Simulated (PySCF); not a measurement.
Compound: 1,2,3-butatriene, C4H4.
SMILES with atom numbers: `[CH2:1]=[C:2]=[C:3]=[CH2:4]` (hydrogens: H5, H6 on C1; H7, H8 on C4)

Structure used (PBE0-D3(BJ)/def2-SVP), in Å, numbered top down from 1:
```xyz
8
C4H4 angstrom
C      1.4745   -0.8805   -0.6437
C      0.5233   -0.2866    0.0489
C     -0.3963    0.2882    0.7185
C     -1.3462    0.8837    1.4113
H      1.3165   -1.8635   -1.1005
H      2.4538   -0.4107   -0.7855
H     -2.3259    0.4149    1.5537
H     -1.1871    1.8667    1.8678
```

Method used: PySCF, TDDFT PBE0/def2-SVPD, vertical, gas phase, core orbitals frozen in the response.

Ground-to-excited transition dipoles (e·a0, same axes as the geometry; the sign carries no meaning), for the states with f of 0.002 or more among the lowest 6:

| state | E (eV) | μx | μy | μz |
| --- | --- | --- | --- | --- |
| S2 | 5.400 | 1.230 | -0.770 | -0.896 |
| S6 | 7.364 | -0.176 | 0.234 | -0.443 |

Q: Work out the oscillator strengths.

A: f = (2/3) ΔE |μ|² with ΔE in hartree (27.2114 eV).

```tsv
state	|μ|² (au)	|μ| (D)	f
S2	2.910	4.34	0.385
S6	0.283	1.35	0.051
```

Q: All atoms lie in one plane. Which transitions are polarised in it and which across it?

A: In the plane: S2. Perpendicular: S6. 

Q: What angle do the transition dipoles of S2 and S6 make?

A: |cos θ| = |μa·μb| / (|μa| |μb|) = 0.00, so θ ≈ 90° (taken between 0 and 90°, since the signs are arbitrary).

Q: What peak molar absorption coefficient would the strongest computed level give as a lone Gaussian band 0.5 eV wide at half height?

A: ε(max) = 2.175×10⁸ f / FWHM, with the width in cm⁻¹. S2: 2.175×10⁸ × 0.3850 / 4033 ≈ 21000 L mol⁻¹ cm⁻¹.

Time: 4.1 s. Hardware: Arm Neoverse V2, one thread (shared host).
